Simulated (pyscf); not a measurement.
Structures and frequencies: ωB97X-D3(BJ)/def2-SVP in PySCF. Correlated levels are frozen-core, on RHF or UHF. ΔMP2 is the change of the MP2 total energy from the triple- to the quadruple-zeta basis.

PBE/def2-TZVP puts the barrier of boron trifluoride (F–B(F)–F) + ammonia (NH₃) → hydrogen fluoride (HF) + H₂N–B(F)–F (four-centre exchange; singlet surface; B–F, H–N broken, F–H, B–N formed) at 0.51 eV and the reaction energy at +0.28 eV, from the separated reactants. What do B3LYP-D3(BJ)/def2-TZVP, ωB97M-D3(BJ)/def2-TZVP, CCSD(T)/def2-TZVPP + ΔMP2(QZVPP) give on the same structures?

B3LYP-D3(BJ): ΔE‡ = 0.71 eV, ΔE = +0.29 eV; ωB97M-D3(BJ): ΔE‡ = 0.66 eV, ΔE = +0.29 eV; CCSD(T): ΔE‡ = 0.76 eV, ΔE = +0.27 eV. PBE's barrier lies under all of them, by 0.15 to 0.26 eV. Its reaction energy lies among theirs. Low barriers are usual for a GGA, whose delocalisation error favours stretched bonds. On the reactant side the descent ends in an adduct with a B–N contact, 0.98 eV under the separated species and 1.64 eV under the saddle at ωB97X-D3(BJ)/def2-TZVP. On the product side the descent ends in a complex, 0.20 eV under the separated species and 0.58 eV under the saddle at ωB97X-D3(BJ)/def2-TZVP. What is counted as formed (B–N) is already present as a longer contact in the reactant adduct; forming that adduct is a step of its own. At ωB97X-D3(BJ) the barrier from the zero used here is 0.67 eV. This is the saddle that the search found; another between the same sides may lie lower. The CCSD(T) − MP2 part came from Ansatz, without density fitting, on the same reference.
